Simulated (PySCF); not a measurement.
Working out the ionisation energy of N

N [He] 2s2 2p3 (4S) → N⁺ [He] 2s2 2p2 (3P). Calculation: PySCF 2.14, in dyall-acv3z (15s9p4d2f, 76 functions); the spin-free X2C one-electron Hamiltonian (Gaussian nucleus). Frozen: nothing; the 5 highest virtual orbitals dropped. Energies in hartree (1 hartree = 27.21139 eV):

| part | N (lower) | N⁺ (upper) |
| --- | --- | --- |
| UHF | -54.433783 | -53.923365 |
| MP2 opposite-spin | -0.115736 | -0.107104 |
| MP2 same-spin | -0.034888 | -0.017581 |

Task: What does Hartree-Fock give?

Result: (-53.923365) − (-54.433783) = 0.510418 hartree = 13.889 eV.

Task: What do MP2 and SCS-MP2 (6/5 opposite-spin, 1/3 same-spin) give?

Result: The opposite-spin parts differ by 0.235 eV and the same-spin parts by 0.471 eV. MP2: 13.889 + (0.235) + (0.471) = 14.595 eV. SCS-MP2: 13.889 + 1.2 × (0.235) + (0.471)/3 = 14.328 eV.

Measured between the centres of the two terms (NIST): 14.545 eV, so MP2 (valence and next inner shell) is off by 0.050 eV.

What remains against the reference includes basis incompleteness and correlation beyond second order.
